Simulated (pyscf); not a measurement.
Optimised with ωB97X-D3(BJ)/def2-SVP in PySCF.

SMILES: [OH][Sn]([OH])([OH])[OH]
```xyz
9

O     -0.4276     0.0014     1.9634
Sn    -0.9737    -0.3367     0.1109
O     -0.6461    -2.2409    -0.2197
O      0.0148     0.6428    -1.2696
O     -2.8378     0.2520    -0.0333
H     -0.9199     0.7347     2.3544
H     -0.7100    -2.7627     0.5906
H      0.8065     0.1677    -1.5529
H     -3.0574     0.5318    -0.9313
```
Charge 0, spin multiplicity 1.

### Question
List the bond dissociation enthalpies at 298 K of `[OH][Sn]([OH])([OH])[OH]` from ωB97M-D3(BJ)/def2-TZVP, from the weakest bond up.

### Answer
O–Sn to OH• + HO–Sn•(OH)–OH: 87.1 kcal/mol; H–O to •O–Sn(OH)(OH)–OH + H•: 118.1 kcal/mol. Ring and multiple bonds, and those that leave no two simple radicals, are not listed. Other isomers of HO–Sn•(OH)–OH, •O–Sn(OH)(OH)–OH were not searched in full and may lie lower. Left out: the spin-orbit lowering of OH. Elements past Kr carry the def2 core potentials, without spin-orbit coupling.
